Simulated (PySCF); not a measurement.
Molecule: SMILES [AlH3-][CH2]Cl, [CH$_{5}$AlCl]-.

Cartesian coordinates in Å; atom numbers follow the order of the lines, from 1:
```xyz
8

Al   -1.0282    0.0393   -0.0767
C     1.0023   -0.1574    0.0125
Cl    1.8626    1.2597    0.7857
H    -1.6441    0.1617    1.4387
H    -1.4128    1.3462   -0.9906
H    -1.5538   -1.3487   -0.8029
H     1.4598   -0.2545   -0.9867
H     1.3238   -1.0367    0.5956
```

Total charge -1.

Geometry PBE0-D3(BJ)/def2-SVP throughout; GIAO in PySCF, gas phase, one conformer, non-relativistic; equivalent atoms averaged; basis pcSseg-2.

For orientation, KT3 gives these shifts δ (against AlH4-, TMS, HCl at the same level): Al1 34.8, C2 42.0, Cl3 1.9, H4/H5/H6 3.48, H7/H8 2.59 ppm.

A run gave: Al1 23.0, C2 48.6, Cl3 -28.3, H4/H5/H6 2.71, H7/H8 2.36 ppm (shifts δ (against AlH4-, TMS, HCl at the same level)).

Which functional was used in that run?
A. WP04
B. HF
C. CAM-B3LYP
D. PBE0
E. BHandHLYP

Answers

A. H4/H5/H6 tells them apart best: WP04 gives 2.71, BHandHLYP gives 3.47, HF gives 3.46, CAM-B3LYP gives 3.56, PBE0 gives 3.66 ppm.
